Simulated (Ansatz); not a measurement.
**ClHSSi: composite energy at a relaxed geometry, by script**

Wanted for ClHSSi: a composite energy at a relaxed geometry.

Program: Ansatz 0.2.0, driven from Python. The levels of theory stand in the script. These are calculated values, not measurements.

## Step 1: The structure

Bond lengths: S1–Si2 2.101 Å, Si2–Cl3 2.017 Å, S1–H4 1.318 Å. Angles: S1–Si2–Cl3 107.1°, Si2–S1–H4 98.8°.

The script holds or builds the structure itself.

## Step 2: The script

composite.py

```python
from dataclasses import dataclass
import itertools
import logging
import sys

import ansatz as az
from ase import Atoms
from ase.data import atomic_numbers, covalent_radii
import numpy as np

logging.basicConfig(stream=sys.stdout, format="[%(levelname)s] %(message)s")
logger = logging.getLogger("calc")
logger.setLevel(logging.INFO)


@dataclass(frozen=True)
class RunConfig:
    basis: str = "def2-SVP"
    xc: str = "b3lyp"


opts = RunConfig()

atoms = Atoms(["S", "Si", "Cl", "H"], positions=[
    [-0.1646, 0.9556, -0.6123],
    [-0.1173, -0.8568, 0.4488],
    [1.7811, -1.1284, 1.0726],
    [-1.4437, 0.9693, -0.9293],
])
molecule = az.Crystal.molecule_from_ase(atoms)

base = (
    molecule.calculation()
    .basis(gaussian=opts.basis)
    .functional(opts.xc)
)
symbols = [site.symbol for site in molecule.cartesian_sites]
start = np.array([site.position_ang for site in molecule.cartesian_sites], dtype=float)
data = base.relax(force_tolerance=0.01).run(threads=1).report
end = np.array(data["positions_ang"])
radius = [covalent_radii[atomic_numbers[s]] for s in symbols]
span = lambda where, i, j: np.linalg.norm(where[i] - where[j])
bonded = [(i, j) for i, j in itertools.combinations(range(len(symbols)), 2) if min(span(start, i, j), span(end, i, j)) < 1.2 * (radius[i] + radius[j])]
logger.info("pair        before    after (A)")
for i, j in bonded:
    print(f"{symbols[i]}{i}-{symbols[j]}{j}".ljust(10), f"{span(start, i, j):8.4f} {span(end, i, j):8.4f}")

minimum = az.Crystal.molecule()
for symbol, place in zip(symbols, end):
    minimum = minimum.atom(symbol, place.tolist())
at_minimum = minimum.calculation()
level = lambda method, basis: at_minimum.basis(gaussian=basis).correlation(method).run(threads=1).report
small, large, cluster = level("mp2", "cc-pVDZ"), level("mp2", "cc-pVTZ"), level("ccsd_t", "cc-pVDZ")
corr = lambda each: (each["free_energy_ev"] - each["reference_energy_ev"]) / 27.211386246
mp2_limit = (27 * corr(large) - 8 * corr(small)) / 19
pieces = {"HF / cc-pVTZ": large["reference_energy_ev"] / 27.211386246, "MP2 correlation, DZ-TZ limit": mp2_limit, "CCSD(T) - MP2 / cc-pVDZ": corr(cluster) - corr(small)}
for name, value in pieces.items():
    logger.info(f"{name:32s} {value:14.6f} Ha")
logger.info(f"{'sum':32s} {sum(pieces.values()):14.6f} Ha")
print("T1 diagnostic", round(cluster["correlation"]["coupled_cluster"]["t1_diagnostic"], 4))
```

## Step 3: What the engine is handed

The package turns the script's settings into the engine's input (first run):

```yaml
crystal:
  periodic: [false, false, false]
  atoms:
    - { symbol: S, position_ang: [-0.1646, 0.9556, -0.6123] }
    - { symbol: Si, position_ang: [-0.1173, -0.8568, 0.4488] }
    - { symbol: Cl, position_ang: [1.7811, -1.1284, 1.0726] }
    - { symbol: H, position_ang: [-1.4437, 0.9693, -0.9293] }
basis:
  gaussian:
    orbitals: def2-SVP
hamiltonian:
  xc: b3lyp
relax:
  f_tol: 0.01
```

## Step 4: Launch

Command:

```bash
$ python composite.py
```

The program printed:

```text
[INFO] pair        before    after (A)
S0-Si1       2.1007   2.1654
S0-H3        1.3179   1.3565
Si1-Cl2      2.0166   2.1128
[INFO] HF / cc-pVTZ                       -1146.648554 Ha
[INFO] MP2 correlation, DZ-TZ limit          -0.511467 Ha
[INFO] CCSD(T) - MP2 / cc-pVDZ               -0.050494 Ha
[INFO] sum                                -1147.210516 Ha
T1 diagnostic 0.0154
```

Wall time 14 s (1 thread of Arm Neoverse V1, shared host); peak memory 0.27 GiB.

## Step 5: The relaxation of run 0, step by step

Relaxation path:

| step | energy from step 1 (eV) | largest force component (eV/Å) |
| --- | --- | --- |
| 1 | 0.0000 | 2.3564 |
| 2 | -0.1150 | 0.7386 |
| 3 | -0.2277 | 0.1311 |
| 4 | -0.2283 | 0.0532 |
| 5 | -0.2284 | 0.0188 |
| 6 | -0.2284 | 0.0007 |

Step 1 is the start.

Before: Bond lengths: S1–Si2 2.101 Å, Si2–Cl3 2.017 Å, S1–H4 1.318 Å. Angles: S1–Si2–Cl3 107.1°, Si2–S1–H4 98.8°.

After: Bond lengths: S1–Si2 2.165 Å, Si2–Cl3 2.113 Å, S1–H4 1.356 Å. Angles: S1–Si2–Cl3 97.7°, Si2–S1–H4 93.4°.

Run 0 is this relaxation; the runs after it count from 1.

## Step 6: The engine's runs

One row for each of the 3 runs:

```csv
run,basis,method,energy (eV),iterations in all,CPU time (s)
1,cc-pVDZ,mp2,-31210.0332,12,0.62
2,cc-pVTZ,mp2,-31214.4794,20,1.6
3,cc-pVDZ,ccsd_t,-31211.4072,18,1.2
```

## Step 7: Summary of results

```
     quantity   value
T1 diagnostic  0.0154
runs compared       3
```

What this shows: All 3 runs converged, in 12 to 20 cycles. A T1 diagnostic under about 0.02 supports a single-reference treatment, as here. Run 0: After 5 moves the largest shift is 0.127 Å, of atom 2 (Si). Notes:
- The sum leaves out core correlation, relativity, the Hartree-Fock basis error and zero-point energy; a DZ-TZ extrapolation is rough.
- b3lyp holds the VWN-RPA fit, as in Gaussian; the form of ORCA and Turbomole is b3lyp5.
- Inner cores stay frozen, so this is valence correlation.
- For Al to Cl the sets with a tight d function, cc-pV(X+d)Z, are usual.
